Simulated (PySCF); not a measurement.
# Ionisation energy of Al by level of theory

Al [Ne] 3s2 3p1 (2P) → Al⁺ [Ne] 3s2 (1S), as a difference of total energies. All numbers are calculated (PySCF 2.14, the non-relativistic Hamiltonian (point nucleus), in cc-pV(T+d)Z (5s4p3d1f, 39 functions)). Correlated levels: valence: [Ne] frozen. The calculations carry no spin-orbit coupling.

Order these methods by the ionisation energy they give, lowest first.
A. CCSD(T) (valence)
B. MP2 (valence)
C. UHF
D. MN15

C (5.598 eV), D (5.674 eV), B (5.818 eV), A (5.943 eV).

Errors of the correlated levels include the incompleteness of this basis and the frozen core.

For comparison: 5.977 eV (measured; NIST levels, between the centres of gravity of the two terms).
